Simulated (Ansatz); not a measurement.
Ideal-gas functions of `OC(=S)S` at 800 K and 1 bar, from an Ansatz frequency run at PBE0-D4/def2-TZVP.

Molar mass 94.16 g/mol, point group Cs (symmetry number 1), electronic degeneracy 1, moments of inertia 64.51, 144.757, 209.267 u Å². Harmonic wavenumbers (cm⁻¹, unscaled): 281, 341, 419, 539, 628, 638, 920, 1013, 1314, 1365, 2685, 3735.

Use S(trans) = R[1.5 ln M + 2.5 ln T − 1.1517]; rotational temperatures θ = 24.2544 K / I; S(rot) = R[ln(√π/σ · √(T³/θAθBθC)) + 1.5]; for each mode x = 1.438777 ν̃/T, S = R[x/(eˣ − 1) − ln(1 − e⁻ˣ)] and H = RT x/(eˣ − 1); 1 cm⁻¹ = 0.0119627 kJ/mol; R = 8.31446 J/(mol·K).

Question: By hand: the entropy, in J/(mol·K).

Answer: Translation 186.1. Rotation: θ = 0.376, 0.1676, 0.1159 K, giving 121.0. Vibration, mode by mode: 14.08, 12.51, 10.86, 8.89, 7.73, 7.61, 5.02, 4.39, 2.86, 2.66, 0.39, 0.08, in all 77.1. Electronic 0.0. Sum 384.2 J/(mol·K).

Question: By hand: H − E and G − E in kJ/mol, counted from the electronic energy.

Answer: Zero-point energy ½ × 13878 × 0.0119627 = 83.0; thermal vibration 33.9; translation, rotation and pV give 4 RT = 26.6. H − E = 143.5 kJ/mol, and G − E = 143.5 − 800 × 384.2/1000 = -163.9 kJ/mol.

Vibration gives 20 % of the entropy. The sum counts one conformer and one mirror image; others add a mixing term.
